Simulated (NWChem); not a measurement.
All runs are NWChem calculations. System: acetamide (C2H5NO), charge 0, spin multiplicity 1, at a geometry optimised with B3LYP/def2-SVP.

Input file:

```
start mol
memory heap 100 mb stack 700 mb global 1900 mb
geometry units angstroms nocenter noautoz noautosym
  C     -0.721431     1.206282    -0.001340
  C      0.170913    -0.027682    -0.005517
  N     -0.499075    -1.221207    -0.022399
  O      1.384745     0.035235     0.023558
  H     -1.159327     1.348959     1.000591
  H     -1.549246     1.121372    -0.723090
  H     -0.109033     2.083399    -0.243420
  H      0.044024    -2.075788     0.010854
  H     -1.507748    -1.282975    -0.035469
end
basis spherical
  * library def2-svp
end
scf
  rhf
  nopen 0
  maxiter 100
  thresh 1e-7
  semidirect memsize 60000000 filesize 0
end
tce
  freeze core 4
  cr-ccsd(t)
  2eorb
  2emet 13
  thresh 1e-6
  maxiter 100
  tilesize 24
end
task tce energy
```

The output up to the point where the run's verdict is printed (cleaned and shortened):

```
             Northwest Computational Chemistry Package (NWChem) 7.3.0
             --------------------------------------------------------

                                NWChem Input Module
                                -------------------

 Scaling coordinates for geometry "geometry" by  1.889725989
 (inverse scale =  0.529177249)

                             Geometry "geometry" -> ""
                             -------------------------

 Output coordinates in angstroms (scale by  1.889725989 to convert to a.u.)

  No.       Tag          Charge          X              Y              Z
 ---- ---------------- ---------- -------------- -------------- --------------
    1 C                    6.0000    -0.72143100     1.20628200    -0.00134000
    2 C                    6.0000     0.17091300    -0.02768200    -0.00551700
    3 N                    7.0000    -0.49907500    -1.22120700    -0.02239900
    4 O                    8.0000     1.38474500     0.03523500     0.02355800
    5 H                    1.0000    -1.15932700     1.34895900     1.00059100
    6 H                    1.0000    -1.54924600     1.12137200    -0.72309000
    7 H                    1.0000    -0.10903300     2.08339900    -0.24342000
    8 H                    1.0000     0.04402400    -2.07578800     0.01085400
    9 H                    1.0000    -1.50774800    -1.28297500    -0.03546900

 Effective nuclear repulsion energy (a.u.)     121.3302353340

            Nuclear Dipole moment (a.u.)
            ----------------------------
        X                 Y               Z
 ---------------- ---------------- ----------------
    -0.0000056692    -0.0000037795    -0.0000094486


 Summary of "ao basis" -> "" (spherical)
 ------------------------------------------------------------------------------
       Tag                 Description            Shells   Functions and Types
 ---------------- ------------------------------  ------  ---------------------
 *                          def2-svp                  on all atoms

 Summary of "ao basis" -> "ao basis" (spherical)
 ------------------------------------------------------------------------------
[...]
     2   0 2 0    -14.694528      0.000000    116.264179
     2   0 1 1     -0.028342      0.000000      0.871599
     2   0 0 2    -18.454669      0.000000      5.688048

                   NWChem Extensible Many-Electron Theory Module
                   ---------------------------------------------


            General Information
            -------------------
      Number of processors :     1
         Wavefunction type : Restricted Hartree-Fock
          No. of electrons :    32
           Alpha electrons :    16
            Beta electrons :    16
           No. of orbitals :   162
            Alpha orbitals :    81
             Beta orbitals :    81
        Alpha frozen cores :     4
         Beta frozen cores :     4
     Alpha frozen virtuals :     0
      Beta frozen virtuals :     0
         Spin multiplicity : singlet
    Number of AO functions :    81
       Number of AO shells :    39
        Use of symmetry is : off
      Symmetry adaption is : off
         Schwarz screening : 0.10D-09

          Correlation Information
          -----------------------
          Calculation type : Coupled-cluster singles & doubles w/ perturbation
   Perturbative correction : Completely renormalized (T)
            Max iterations :      100
        Residual threshold : 0.10D-05
     T(0) DIIS level shift : 0.00D+00
     L(0) DIIS level shift : 0.00D+00
     T(1) DIIS level shift : 0.00D+00
     L(1) DIIS level shift : 0.00D+00
     T(R) DIIS level shift : 0.00D+00
     T(I) DIIS level shift : 0.00D+00
   CC-T/L Amplitude update :  5-th order DIIS
                I/O scheme : Global Array Library
        L-threshold :  0.10D-05
        EOM-threshold :  0.10D-05
 no EOMCCSD initial starts read in
 TCE RESTART OPTIONS
 SLICE:      F
 D4D5:       F
 quantumc:   F
 qrotation:  F
 pwtce:      F
 qducc:      F
 nacto:                         0
 nrotv:                         0
 nrot:                          0

            Memory Information
            ------------------
          Available GA space size is     249030239 doubles
          Available MA space size is     104854484 doubles

 Maximum block size supplied by input
 Maximum block size        24 doubles

 tile_dim =     22

 -------------------------------------------------

 Global array virtual files algorithm will be used

 Parallel file system coherency ......... OK

 4-electron integrals stored in orbital form

 v2    file size   =          7771425
 4-index algorithm nr.  13 is used
 imaxsize =       30
 imaxsize ichop =        0


CCSD iterations
 ---------------------------------------------------------
 Iter          Residuum       Correlation     Cpu    Wall
 ---------------------------------------------------------
    1   0.1943950913576  -0.6225731367762     1.0     1.0
    2   0.0532826007426  -0.6392405841738     0.9     0.9
    3   0.0188613517478  -0.6509200878328     0.9     0.9
    4   0.0083901735314  -0.6525990849793     1.0     1.0
    5   0.0035919104872  -0.6537977233635     0.9     0.9
    6   0.0011124980261  -0.6542776805077     0.9     0.9
    7   0.0005739830995  -0.6543534591279     0.9     0.9
    8   0.0002752273427  -0.6543671482026     0.9     0.9
    9   0.0001719531836  -0.6543675782651     0.9     0.9
   10   0.0000889252613  -0.6543748805466     0.9     0.9
   11   0.0000191757462  -0.6543777281146     0.9     0.9
   12   0.0000084937602  -0.6543800078758     0.9     0.9
   13   0.0000046942627  -0.6543801514618     0.9     0.9
   14   0.0000026101108  -0.6543802713646     0.9     0.9
   15   0.0000015579397  -0.6543802647100     0.9     0.9
   16   0.0000004472624  -0.6543802597236     0.9     0.9
 -----------------------------------------------------------------
 Iterations converged
 CCSD correlation energy / hartree =        -0.654380259723623
 CCSD total energy / hartree       =      -208.477136471698941

 Singles contributions

 Doubles contributions
 CR-CCSD(T)
```

The run crashed. NWChem stopped with the message: ccsd_t 3.
